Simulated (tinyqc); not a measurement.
RKS/PBE in the sto-3g basis, for H2O, spin multiplicity 1, step by step. One step of it, computed by the program tinyqc.

Problem. Iteration 2: diagonalisation and new density. Diagonalise F' = X^T F X, C = X C', fill 5 alpha and 5 beta electrons from the bottom; D = 2 C_occ C_occ^T. Each column has its largest component positive (the first on a tie).

Kohn-Sham matrix F (hartree), lower triangle:
```
,1O 1s,1O 2s,1O 2px,1O 2py,1O 2pz,2H 1s,3H 1s
1O 1s,-18.690447
1O 2s,-4.808070,-2.065363
1O 2px,0.000000,0.000000,-0.191974
1O 2py,0.001266,0.014374,0.000000,-0.360855
1O 2pz,-0.024203,-0.164795,0.000000,0.004854,-0.265238
2H 1s,-1.124716,-0.806146,0.000000,-0.278179,-0.213573,-0.428745
3H 1s,-1.237910,-0.870272,0.000000,0.300058,-0.225423,-0.301237,-0.489381
```

X, lower triangle:
```
,1O 1s,1O 2s,1O 2px,1O 2py,1O 2pz,2H 1s,3H 1s
1O 1s,1.024349
1O 2s,-0.145225,1.275263
1O 2px,0.000000,0.000000,1.000000
1O 2py,0.000712,-0.012905,0.000000,1.143310
1O 2pz,-0.009241,0.104305,0.000000,-0.004431,1.042952
2H 1s,0.022345,-0.301547,0.000000,-0.253284,-0.126230,1.214217
3H 1s,0.023401,-0.335930,0.000000,0.270111,-0.137183,-0.083468,1.245145
```

Give: F' = X^T F X; orbital energies; coefficients C; D after iteration 2.

Solution.

F' = X^T F X (hartree), lower triangle:
```
,1,2,3,4,5,6,7
1,-18.3251
2,-2.5539,-0.9979
3,0.0000,0.0000,-0.1920
4,-0.0001,-0.0002,0.0000,-0.1472
5,-0.0328,-0.0428,0.0000,-0.0013,-0.2041
6,-0.1846,-0.3560,0.0000,-0.3022,-0.1600,-0.0095
7,-0.2194,-0.3913,0.0000,0.3211,-0.1727,-0.0890,-0.0145
```

orbital energies (hartree): MO1 -18.7007, MO2 -0.9461, MO3 -0.4891, MO4 -0.2463, MO5 -0.1920, MO6 0.2627, MO7 0.4213

coefficients C:
```
,MO1,MO2,MO3,MO4,MO5,MO6,MO7
1O 1s,0.9934,-0.2352,-0.0093,0.0996,0.0000,-0.1385,0.0158
1O 2s,0.0306,0.8426,0.0445,-0.4791,0.0000,0.9502,-0.1297
1O 2px,0.0000,0.0000,0.0000,0.0000,1.0000,0.0000,0.0000
1O 2py,-0.0004,-0.0228,0.6752,0.0078,0.0000,0.0793,0.9908
1O 2pz,0.0046,0.2052,0.0044,0.8614,0.0000,0.5871,-0.0684
2H 1s,-0.0073,0.1225,0.3639,0.1788,0.0000,-0.9180,-0.7941
3H 1s,-0.0081,0.1476,-0.3620,0.1792,0.0000,-0.7753,0.9882
```

D after iteration 2, lower triangle:
```
,1O 1s,1O 2s,1O 2px,1O 2py,1O 2pz,2H 1s,3H 1s
1O 1s,2.1042
1O 2s,-0.4318,1.8849
1O 2px,0.0000,0.0000,2.0000
1O 2py,-0.0012,0.0141,0.0000,0.9131
1O 2pz,0.0842,-0.4789,0.0000,0.0101,1.5681
2H 1s,-0.0434,0.0670,0.0000,0.4887,0.3614,0.3589
3H 1s,-0.0430,0.0444,0.0000,-0.4927,0.3659,-0.1631,0.3699
```
